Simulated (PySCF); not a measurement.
## AlHCl: from structure and modes to constants

These are results of UPBE0 in PySCF with Al def2-TZVP, H def2-TZVP, Cl def2-TZVP; no relativity; density-fitted integrals, not measurements.

The doublet minimum has Cs symmetry. Masses (u): Al 26.98154, H 1.00782, Cl 34.96885.

```xyz
3
charge 0 multiplicity 2, angstrom
Al    0.0000   -0.5086   -1.0458
H     0.0000    0.5111   -2.2827
Cl    0.0000    0.3775    0.8721
```

Harmonic wavenumbers (cm⁻¹): 503.5 (a', ×1), 561.3 (a', ×1), 1817.8 (a', ×1).

Task: Find the principal moments of inertia and the rotational constants. What kind of rotor is it?

Result: About the centre of mass I = 1.9641, 71.621, 73.585 u Å². With B = 16.8576/I this gives 8.583, 0.2354, 0.2291 cm⁻¹. The molecule is an asymmetric top with κ = -1.00.

Task: Give the standard entropy (298.15 K, 1 bar) by its translational, rotational, vibrational and spin parts, and Cp.

Result: Sackur–Tetrode with M = 62.96 u gives 160.5; rotation with symmetry number 1 gives 87.0; vibration 4.9; spin R ln 2 = 5.8. The total is 258.1 J/(mol K), and Cp = 4 R + 10.0 = 43.2 J/(mol K).

Other isomers or separated fragments may lie lower.
